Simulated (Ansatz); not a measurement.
# AlSO (doublet): from Hartree-Fock to the top rungs at a displaced geometry (v1), cc-pVDZ

The task here is to estimate one member of a computed series from the others.

Computed with Ansatz 0.2.0, Gaussian basis. Level: cc-pVDZ, core rule «outside noble gas», up to 11 orbitals frozen.

The runs, in order: UHF; CCSD(T) on ROHF; CCSD(T) on UHF; BCCD(T) on ROHF; CISD as a restricted active space (open shells left free, so some higher excitations enter); CCSDT(Q) on ROHF; CCSDT(Q) on UHF.

25 further runs of the same task are left out: 12 for a known fault of the program, 4 that didn't finish, 9 set aside as unsound or not needed. Runs told in other sessions of the task aren't counted.

### What is computed

The geometry is a PBE0/def2-TZVP stationary point (not a proven minimum) with its atoms shifted at random (size 0.040 Å).

3 atoms, charge 0, spin multiplicity 2.

Atoms are counted from 1 here; the program's logs count them from 0.

Bond lengths: Al1–O2 1.732 Å, O2–S3 1.642 Å. Angles: Al1–O2–S3 176.9°.

The first run:

File in.yaml:

```yaml
crystal:
  periodic: [false, false, false]
  atoms:
    - {symbol: Al, position_ang: [-0.015433, -0.009008, 1.701240]}
    - {symbol: O, position_ang: [-0.016266, -0.025151, -0.030613]}
    - {symbol: S, position_ang: [0.031698, 0.034159, -1.670627]}
basis:
  gaussian: {orbitals: cc-pVDZ}
magnetization: {spin_polarized: true, initial_magnetization: 1}
hamiltonian: {xc: hf}
output: {orbitals: {seedname: orbitals}}
```

Command:

```console
$ ansatz run in.yaml --threads 1 --pin off --events-out ev --progress --plain --max-ram 2393MiB
```

Among the steps run: UHF; CCSD(T) on ROHF; CCSD(T) on UHF; BCCD(T) on ROHF; CISD as a restricted active space (open shells left free, so some higher excitations enter); CCSDT(Q) on ROHF; CCSDT(Q) on UHF.

One of the session's tables, all rows but one given; the rest of the session is left out.

```
   method  from UCCSDT(Q) (meV)
     ROHF              +10282.9
      UHF              +10159.6
     RMP2               +1068.5
     UMP2               +1095.1
     CISD               +1437.4
    RCCSD                +348.0
    UCCSD                +344.9
 RCCSD(T)                 +58.3
 UCCSD(T)                 +58.5
  BCCD(T)                 +51.6
   RCCSDT                 +36.1
   UCCSDT                     ?
RCCSDT(Q)                  +5.7
UCCSDT(Q)                     0
```

Estimate the missing values for UCCSDT.

**Answer.** from UCCSDT(Q) (meV): +35.7. In the column «from UCCSDT(Q) (meV)» it lies between RCCSDT(Q) (+5.7) and RCCSDT (+36.1).

Caveats from the session: Restricted and unrestricted rows rest on different reference determinants; a gap between their highest levels can come from leftover correlation error, from unlike frozen cores or from another state.
